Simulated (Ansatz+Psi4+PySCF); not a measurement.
A calculation with PySCF 2.14.0.

```python
from pyscf import gto, scf, mp

mol = gto.M(atom="""
O -1.551010 -0.114520 0.000000
H -1.934260 0.762500 0.000000
H -0.599680 0.040710 0.000000
O 1.350620 0.111470 0.000000
H 1.680400 -0.373740 -0.758560
H 1.680400 -0.373740 0.758560
""", basis='cc-pvtz', charge=1, spin=1)
mf = scf.UHF(mol)
mf.kernel()
pt = mp.MP2(mf, frozen=2).run()
print(mf.e_tot, pt.e_corr, pt.e_tot)
```

The script is written out from the run's settings.

Results

```json
{
 "Converged": "yes",
 "Reference energy": "-151.75302 hartree",
 "Correlation energy": "-0.46167 hartree",
 "Total energy": "-152.21469 hartree",
 "Spin squared of the determinant": "0.757"
}
```

Messages of the program:
```
WARN: HOMO -0.478100711127699 >= LUMO -0.478100711127699
WARN: HOMO -0.478100711127699 >= LUMO -0.478100711127699
```

Caution: MP2 on this radical cation hangs on the determinant chosen; the charge can sit on one fragment and break the point group.
